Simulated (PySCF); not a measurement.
Gas-phase reaction: 3 AlH(CH₃)₂ + C₃H₆ (cyclic) = 3 AlCH₃ + 6 CH₃

Energies from PySCF, thermal terms from the rigid-rotor harmonic-oscillator model, ideal gas at 1 bar. † marks an energy on the PBE0/def2-TZVP geometry and frequencies; other levels use their own. MP2 and CCSD(T) freeze the core. 6-31G* has spherical d functions here. Open shells (unrestricted): CH₃ (multiplicity 2); the rest are closed-shell singlets. Methyl groups turn as free rotors in AlH(CH₃)₂. AlH(CH₃)₂, AlCH₃: computed as isolated molecules; such fragments, hydroxides, amides, oligomers or adducts are transient or little studied in the gas. MP2 isn't extrapolated to the basis-set limit; its ΔH°(298 K) is 1386.2 kJ in def2-SVP and 1413.3 kJ in def2-TZVPP. CCSD(T) isn't extrapolated to the basis-set limit; its ΔH°(298 K) is 1288.2 kJ in def2-SVP and 1316.8 kJ in def2-TZVPP. The harmonic model lacks anharmonicity and excited electronic states, which grow with temperature; levels with a mode under 35 cm⁻¹ are left out.

```csv
level,"ΔE electronic, kJ","ΔH°(298 K), kJ","ΔS°(298 K), J/K","ΔG°(1400 K), kJ"
BLYP/def2-TZVP†,1274,1222,718,204
CCSD(T)/def2-SVP†,1340,1288,718,271
CCSD(T)/def2-TZVPP†,1369,1317,718,299
HF/6-31G*,981,916,741,-149
MP2/def2-TZVPP†,1465,1413,718,396
PBE/def2-TZVP†,1398,1346,718,328
PBE0/def2-SVP†,1439,1387,718,369
PBE0/def2-TZVP,1392,1340,718,323
LDA/def2-TZVP†,1685,1633,718,616
```
ΔH° is lowest at HF/6-31G* and highest at LDA/def2-TZVP†. No reference value is set beside these.
